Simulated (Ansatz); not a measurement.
Relaxed structures of CH3BO, closed shell (PBE0-D4/def2-TZVP; forces vanish, vibrations not checked; lower isomers may exist, and structures with a doubtful reference or unclear bonds are left out; Å). Ansatz 0.2.0; basis: def2-TZVPP; cores frozen in the correlated methods.

Rank them by CCSD(T) energy, lowest first, and give each one's height above the lowest. Links in brackets join atoms within 1.22 times the sum of their covalent radii (1.1 for two metals). (Judge from chemistry; the value comes from the calculation.)
A.
CH₃BO ([BH2][CH][O])
```
6
angstrom
B -0.4687 0.0360 -0.5919
C 0.3779 -0.2345 0.6634
O 1.0756 0.7652 0.5909
H -0.0491 -0.3222 -1.6486
H -1.4336 0.7283 -0.4886
H 0.4979 -0.9728 1.4749
```
B.
CH₃BO ([BH][CH][OH])
```
6
angstrom
B -0.0843 -0.2533 -0.7663
C 0.4802 0.0448 0.4687
O 1.3597 1.0221 0.8515
H -0.6011 -0.6335 -1.7491
H 1.3212 1.1193 1.8047
H 0.1800 -0.6820 1.2333
```
C.
CH₃BO ([BH3][C][O])
```
6
angstrom
B -0.4468 0.4309 -0.6789
C 0.4910 0.1649 0.4769
O 1.1902 -0.0332 1.3382
H -0.1273 -0.3762 -1.5204
H -1.5512 0.2510 -0.2212
H -0.2260 1.5779 -0.9906
```
D.
CH₃BO ([BH]1[CH2][O]1)
```
6
angstrom
B 0.3614 -0.3397 0.7389
C -0.3128 0.1586 -0.5169
O 0.8104 0.8045 0.2388
H -0.0136 -0.1716 -1.5074
H -1.2251 0.7475 -0.4924
H 0.6044 -1.0391 1.6621
```

The calculation gives: C (0.0 kJ/mol), D (8.8 kJ/mol), A (107.4 kJ/mol), B (222.0 kJ/mol). Heights count from the lowest.

The T1 diagnostic stays at or below 0.022.

For scale, one of the runs: CCSD(T)/def2-TZVPP, 135 basis functions, launched by `ansatz run in.yaml --threads 2 --pin off --events-out ev --progress --plain --max-ram 4352MiB`. Time: 8 s of wall clock on 2 CPU threads of an Arm Neoverse V2; the host was shared. Peak host memory: 0.73 GiB.
